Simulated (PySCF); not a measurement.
Excitations are Tamm–Dancoff values on a coarser integration grid. The basis has no diffuse functions, so Rydberg states are missing or too high.

C3H6, SMILES `CC=C` (charge 0, multiplicity 1)

These are PySCF 2.14.0 with PBE0-D4/def2-TZVP values and carry that method's errors.

* **HOMO**: -7.37 eV
* **dipole moment**: 0.42 D
* **HOMO–LUMO gap**: 7.83 eV
* **LUMO**: 0.46 eV
* **S1 excitation (TDA)**: 7.72 eV
* **S1 oscillator strength**: 0.000
* **brightest of the four lowest singlets (TDA)**: 8.05 eV
* **T1 excitation (TDA)**: 4.41 eV
* **S1–T1 gap (TDA)**: 3.32 eV
* **total energy**: -3205.50 eV
* **cost**: about 50 core-seconds (a rough figure)

```xyz
9

C      1.3200    -0.1657    -0.3867
C      0.2819    -0.1599     0.4375
C     -1.1116     0.2042     0.0568
H      2.3124    -0.4413    -0.0494
H      1.2125     0.1056    -1.4329
H      0.4376    -0.4399     1.4779
H     -1.1804     0.4708    -0.9996
H     -1.8003    -0.6251     0.2474
H     -1.4720     1.0513     0.6492
```
